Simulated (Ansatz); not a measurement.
**Molecular dynamics, step by step**

SiH2Cl (SMILES [SiH2]Cl), doublet, HF/def2-SVP (Ansatz 0.2.0). Settings (timestep in fs, temperature in K; T counts 6 degrees of freedom):

```yaml
hamiltonian: {xc: hf}
md: {n_steps: 40, timestep: 0.5, temperature: 1500, ensemble: nvt_nose_hoover, seed: 397, initial_velocities: maxwell_boltzmann}
```

Start (the SMILES describes the start alone):

Si1  (-0.284, 0.238, 0.132)
Cl2  (1.598, -0.060, 0.811)
H3  (-1.065, -0.978, 0.263)
H4  (-0.249, 0.800, -1.206)
(Å)

```tsv
step	time (fs)	potential energy less the start (meV)	kinetic energy (meV)	T (K)
0	0.00	0.0	387.8	1500
2	1.00	-1.8	389.5	1507
4	2.00	46.8	341.3	1320
6	3.00	122.6	266.0	1029
8	4.00	194.0	195.0	754
10	5.00	237.3	151.9	588
12	6.00	244.9	144.2	558
14	7.00	227.0	161.8	626
16	8.00	208.3	180.0	696
18	9.00	217.5	170.7	660
20	10.00	266.7	122.0	472
22	11.00	332.1	57.5	223
24	12.00	361.9	28.3	110
26	13.00	323.3	66.5	257
28	14.00	239.2	149.9	580
30	15.00	163.2	225.7	873
32	16.00	129.5	260.0	1006
34	17.00	134.3	256.1	990
36	18.00	151.5	239.7	927
38	19.00	154.0	237.9	920
40	20.00	126.8	265.6	1027
```

Step 16, positions (Å) and forces (eV/Å):

```
atom       x       y       z      Fx      Fy      Fz
 Si1  -0.265   0.231   0.159  -2.319   0.367  -2.052
 Cl2   1.581  -0.051   0.797   2.088  -0.729   1.186
  H3  -1.226  -0.934   0.036   0.632   0.195   0.478
  H4  -0.027   0.657  -1.263  -0.400   0.166   0.388
```

Step 26, positions (Å) and forces (eV/Å):

```json
{"atom": "Si1", "x": "-0.278", "y": "0.230", "z": "0.157", "Fx": "-0.470", "Fy": "1.632", "Fz": "-0.505"}
{"atom": "Cl2", "x": "1.588", "y": "-0.052", "z": "0.798", "Fx": "1.678", "Fy": "-0.674", "Fz": "1.203"}
{"atom": "H3", "x": "-1.155", "y": "-0.849", "z": "0.001", "Fx": "-0.987", "Fy": "-1.756", "Fz": "0.443"}
{"atom": "H4", "x": "0.010", "y": "0.595", "z": "-1.193", "Fx": "-0.221", "Fy": "0.797", "Fz": "-1.140"}
```

Step 34, positions (Å) and forces (eV/Å):

```csv
atom,x,y,z,Fx,Fy,Fz
Si1,-0.293,0.238,0.151,-1.139,-0.395,-1.760
Cl2,1.602,-0.055,0.804,0.882,-0.443,0.787
H3,-1.207,-1.006,0.051,0.815,0.757,0.397
H4,-0.009,0.662,-1.278,-0.557,0.082,0.576
```

Last step (40):

```tsv
atom	x (Å)	y (Å)	z (Å)
Si1	-0.3075	0.2438	0.1400
Cl2	1.6151	-0.0595	0.8111
H3	-1.1877	-1.0790	0.1289
H4	-0.0734	0.7282	-1.3057
```

The run took about 6 s on 2 CPU threads of an Arm Neoverse V2 (shared host).
